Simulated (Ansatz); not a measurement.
Basis-set extrapolation for C$_{2}$F$_{2}$OS (`O=C1SC1(F)F`) (PBE0-D4/def2-TZVP geometry, frozen core, the Gaussian-basis code of Ansatz). Multiplicity 1, RHF reference.

```csv
,def2-TZVPP,def2-QZVPP
HF,-747.097304,-747.123256
MP2 correlation,-1.202375,-1.304200
CCSD(T) correlation,-1.261945,not run
```

Energies in hartree. Use E(X) = E(∞) + A·exp(−7.88·√X) for Hartree–Fock and E(X) = E(∞) + B·X^(−2.97) for correlation, with X = 3 and 4, and add CCSD(T) minus MP2 of the smaller set to the MP2 limit.

What is the CCSD(T) energy at the basis-set limit?

HF limit: -747.123256 + (-0.025952) × 0.13774 = -747.12683. MP2 limit: -1.304200 + (-0.101825) × 0.74074 = -1.37963. Higher-order term: -1.261945 − (-1.202375) = -0.05957. Total: -748.56603 hartree, 129.8 kcal/mol below CCSD(T)/def2-TZVPP.
